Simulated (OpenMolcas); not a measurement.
**RGE2/def2-TZVPPD (RICD fitting) run of C2H3FO (acetyl fluoride)**

Aim: the vertical electron affinity of C2H3FO (acetyl fluoride) at RGE2/def2-TZVPPD (RICD fitting), from 2 runs. 

The calculation is run with OpenMolcas 26.06.

## 1. The system as given

C2H3FO has 7 atoms, charge 0, and is taken as a singlet. As SMILES, `CC(=O)F`. Geometry: relaxed at GFN2-xTB.

Bond lengths: C1–C2 1.485 Å, C2–O3 1.178 Å, C2–F4 1.369 Å, C1–H5 1.085 Å, C1–H6 1.089 Å, C1–H7 1.089 Å. Angles: C1–C2–O3 130.8°, C1–C2–F4 110.2°, O3–C2–F4 119.0°, C2–C1–H5 110.1°, C2–C1–H6 109.3°, C2–C1–H7 109.1°, H5–C1–H6 110.5°, H5–C1–H7 110.2°, H6–C1–H7 107.7°.

## 2. The energy at RGE2/def2-TZVPPD (RICD fitting)

File job.input:

```
* C2H3FO Kohn-Sham DFT
>>> EXPORT MOLCAS_PRINT=2
&GATEWAY
BasLib = $CurrDir
Coord
7
angstrom
C        0.487480       0.014070       0.446580
C       -0.696460      -0.034420      -0.448050
O       -1.843570      -0.137060      -0.201820
F       -0.304710       0.066810      -1.755740
H        0.179210      -0.110540       1.479800
H        1.186800      -0.769790       0.161010
H        0.991240       0.970930       0.318210
Basis = def2-TZVPPD
Group = NoSym
RICD
&SEWARD
&SCF
KSDFT = RGE2
PrOrbitals = 1 1
```

The basis set def2-TZVPPD is read from a file made from the Basis Set Exchange's data (not shown).

Command:

```console
$ export MOLCAS_MEM=1860
$ pymolcas job.input > job.log
```

The log of the run:

```text
--- Start Module: gateway ---
[...]
--- Stop Module: gateway /rc=_RC_ALL_IS_WELL_ ---
--- Start Module: seward ---
[...]
      Basis functions          205
--- Stop Module: seward /rc=_RC_ALL_IS_WELL_ ---
[...]
--- Start Module: scf ---
[...]
       Convergence after  16 Iterations
[...]
::    Total KS-DFT energy                            -252.2521083208
[...]
      Total spin, S                                     0.0000000000
[...]
      Total electronic charge=   32.000000
      Total            charge=   -0.000000
[...]
      Dipole Moment (debye):
      Origin of the operator (angstrom)=   -0.5710   -0.0173   -0.5584
                   X=  2.5552E+00               Y=  1.3478E-01               Z=  1.4247E+00           Total=  2.9287E+00
      Quadrupole Moment (debye*angstrom):
[...]
--- Stop Module: scf /rc=_RC_ALL_IS_WELL_ ---
[...]
```

It took 30 s on 1 thread of Arm Neoverse V1, shared host; peak memory 0.41 GiB.

## 3. The doublet anion at the same level

File job.input:

```
* C2H3FO Kohn-Sham DFT
>>> EXPORT MOLCAS_PRINT=2

&GATEWAY
 BasLib = $CurrDir
 Coord
 7
 angstrom
 C        0.487480       0.014070       0.446580
 C       -0.696460      -0.034420      -0.448050
 O       -1.843570      -0.137060      -0.201820
 F       -0.304710       0.066810      -1.755740
 H        0.179210      -0.110540       1.479800
 H        1.186800      -0.769790       0.161010
 H        0.991240       0.970930       0.318210
 Basis = def2-TZVPPD
 Group = NoSym
 RICD

&SEWARD

&SCF
 UHF
 Charge = -1
 Spin = 2
 KSDFT = RGE2
 PrOrbitals = 1 1
```

The basis set def2-TZVPPD is read from a file made from the Basis Set Exchange's data (not shown).

Command:

```console
$ export MOLCAS_MEM=1860
$ pymolcas job.input > job.log
```

The log of the run:

```text
--- Start Module: gateway ---
[...]
--- Stop Module: gateway /rc=_RC_ALL_IS_WELL_ ---
--- Start Module: seward ---
[...]
      Basis functions          205
--- Stop Module: seward /rc=_RC_ALL_IS_WELL_ ---
[...]
--- Start Module: scf ---
[...]
       Convergence after  31 Iterations
[...]
::    Total KS-DFT energy                            -252.2129796384
[...]
      Total spin, S                                     0.5000635411
[...]
      Total electronic charge=   33.000000
      Total            charge=   -1.000000
[...]
      Dipole Moment (debye):
      Origin of the operator (angstrom)=   -0.5710   -0.0173   -0.5584
                   X= -1.4434E+00               Y= -6.0161E-01               Z= -2.5651E+00           Total=  3.0042E+00
      Center of Charge (angstrom)
[...]
--- Stop Module: scf /rc=_RC_ALL_IS_WELL_ ---
[...]
```

Wall time 85 s (1 thread of Arm Neoverse V1, shared host); peak memory 0.42 GiB.

## 4. Outcome

Level: RGE2/def2-TZVPPD (RICD fitting).

| quantity | value |
| --- | --- |
| singlet C2H3FO: total energy | -252.25211 Eh |
| singlet C2H3FO: dipole moment | 2.93 D |
| singlet C2H3FO: HOMO energy | -7.29 eV |
| singlet C2H3FO: LUMO energy | -1.60 eV |
| singlet C2H3FO: HOMO–LUMO gap | 5.69 eV |
| doublet anion: total energy | -252.21298 Eh |
| doublet anion: HOMO energy (highest over α and β) | 2.56 eV |
| doublet anion: LUMO energy (lowest over α and β) | 2.69 eV |
| doublet anion: ⟨S²⟩ | 0.750 |
| vertical electron affinity (to the doublet anion) | -1.065 eV |

In words: The anion lies 1.06 eV (25 kcal/mol) above the neutral: the electron isn't bound at this level, and such a value depends on the basis. Mulliken charges (singlet C2H3FO) run from -0.30 on O3 to +0.31 on C2; in a basis this large or diffuse they mean little. Mulliken charges (doublet anion) run from -3.11 on C1 to +0.88 on O3; in a basis this large or diffuse they mean little. The HOMO (doublet anion) lies at positive energy, 2.56 eV, as semi-local functionals often give for anions; only total energies tell whether the electron is bound.
